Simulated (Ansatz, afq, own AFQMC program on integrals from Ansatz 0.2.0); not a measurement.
**AFQMC, coupled cluster and functionals along a coordinate of Ge2H4, singlet**

```xyz
6

Ge   -0.0485    0.0000    1.1324
Ge    0.0485    0.0000   -1.1324
H     0.4756   -1.2575    1.8492
H     0.4756    1.2575    1.8492
H    -0.4756   -1.2575   -1.8492
H    -0.4756    1.2575   -1.8492
```

One side is turned about Ge1–Ge2. Energies in mEh count from this geometry (0.000 °) at the same level; the start stands on RHF, each point on the determinant named.

Basis 6-31G. Noble-gas cores (and the filled d shells of Ga–Kr and In–Xe) are frozen. Ansatz 0.2.0 and our own AFQMC program on the same integrals; the CISD trial comes from CCSD amplitudes, and released means the phaseless constraint is let go. Uncertainties: one standard error, sampling alone. No spin–orbit coupling.

Cautions, each for one point or more: higher spins were not checked; inner d shell frozen; no relativity below Rb; no spin-orbit coupling; restricted determinant unstable towards unrestricted; strong correlation; the ph-AFQMC/CISD walk drifts between its halves.

```
twist about Ge1–Ge2 / °  det.     T1  weight  CCSD(T)  ph-AFQMC/CISD  wB97M-V    HF
                 12.000   RHF  0.018    0.85      1.1      2.7 ± 0.5      1.2   1.4
                 45.500   RHF  0.020    0.83     15.2     15.6 ± 0.7    15.3§  19.1
                120.000  RHF¶  0.018    0.73     40.2     40.8 ± 0.9    33.7§  64.2
                180.000   RHF  0.013    0.83     20.7     22.3 ± 0.6    21.3§  29.9
```

Weight is that of the determinant in the CISD state; at the start T1 is 0.018 and the weight 0.85. ¶ marks points with a poor determinant and no full CI, where no value is sure; they don't count among the departures. Symmetry can't show for every point that it stays on the start's state. § marks a functional whose ⟨S²⟩ is too high by over 0.1. Largest departures from phaseless AFQMC with a CISD trial: CCSD(T) -1.6 mEh at 180.000 (on RHF), HF 7.6 mEh at 180.000 (on RHF). The walk's constraint bias lies outside its error bars, so these are departures and not errors. The functionals aren't scored here. In this small basis the wave-function levels are far from their limit, so their gap to the functionals isn't the functionals' error.

Some points may be missing: those where a free walk finds a much lower state, and past Zn most of those on another determinant than at the start.

A walk keeps the symmetry of its determinant, which the program's search chose and which needn't be the lowest solution, so a lower state of the same spin and another symmetry isn't excluded.
